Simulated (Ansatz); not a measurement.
Geometry optimisation, RKS BHLYP-D4/def2-SVPD in Ansatz 0.2.0.

Input file:

```yaml
crystal:
  periodic: [false, false, false]
  atoms:
    - { symbol: Si, position_ang: [0.0, 0.0, 0.0] }
    - { symbol: H, position_ang: [0.0, 0.0, 1.46] }
    - { symbol: Cl, position_ang: [2.0086, 0.0, -0.7093] }
    - { symbol: H, position_ang: [-0.6877, 1.1914, -0.4862] }
    - { symbol: "N", position_ang: [-0.8572, -1.4851, -0.6061] }
    - { symbol: H, position_ang: [-1.3922, -2.1014, 0.0704] }
    - { symbol: H, position_ang: [-0.8219, -1.7344, -1.6357] }
basis:
  gaussian: { orbitals: def2-SVPD }
hamiltonian:
  xc: { name: BHLYP }
  dispersion: d4
relax:
  f_tol: 0.02
  max_steps: 40
output:
  orbitals: {}
```

Launched with:

```bash
$ ansatz run input.yaml --threads 2 --pin off --max-ram 3072MiB --backend cpu --events-out ev --progress --plain --runs-dir out
```

Problem. Where does it end, and by what steps?

Solution. The forces met the threshold. After 7 steps the energy has fallen by 0.450 eV; H6 moved furthest, 0.55 Å.

```
step  energy less start (eV)  largest force component (eV/Å)  accepted
   0                  0.0000                           2.443       yes
   1                 -0.3359                           0.979       yes
   2                 -0.4098                           0.242       yes
   3                 -0.4229                           0.120       yes
   4                 -0.4422                           0.212       yes
   5                 -0.4304                           0.437        no
   6                 -0.4481                           0.065       yes
   7                 -0.4495                           0.010       yes
```

```xyz
7
Properties=species:S:1:pos:R:3
Si -0.049 -0.036 -0.026
H -0.094 0.025 1.442
Cl 1.989 -0.079 -0.523
H -0.584 1.164 -0.688
N -0.926 -1.403 -0.549
H -0.890 -2.275 -0.054
H -1.196 -1.526 -1.509
```

Whether the end is a true minimum wasn't checked by a vibrational analysis.

The run took 17 s on 2 threads of Arm Neoverse V2, on a shared host, peak memory 0.2 GiB.
